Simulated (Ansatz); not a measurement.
A made-up structure of H₂S₂O, closed shell:

S1  (-1.000, 0.285, -1.220)
O2  (-0.023, 0.079, 0.038)
S3  (1.002, -0.294, 1.216)
H4  (-2.097, -0.408, -0.530)
H5  (2.118, 0.338, 0.497)
(Å)

It is relaxed with PBE-D4/def2-SVP and then PBE0-D4/def2-TZVP (Ansatz 0.2.0). Atoms count as bonded within 1.22 times the sum of their covalent radii (H–H: 0.88 Å). The end point is not checked to be a true minimum.

(1) Does its bonding change? (Judge from chemistry; the calculation decides.)

Answers

(1) Computed: No: no bond forms or breaks.

Where it ends: The first stage lowers the energy by 1.90 eV in 11 steps. It ends as H₂S₂O ([SH][O][SH]):
```
5
angstrom
S -0.8811 0.2172 -1.1079
O -0.2074 0.7058 0.3383
S 0.9056 -0.3006 1.0680
H -1.7921 -0.6439 -0.6098
H 1.9750 0.0215 0.3115
```

Labels in which every atom is bracketed show which atoms are joined, not bond orders.

For scale, one of the runs: PBE0-D4/def2-TZVP relaxation, 117 basis functions, launched by `ansatz run in.yaml --threads 2 --pin off --events-out ev --progress --plain --max-ram 4352MiB`. The run took about 14 s on 2 CPU threads of an Intel Xeon Platinum 8259CL (shared host).
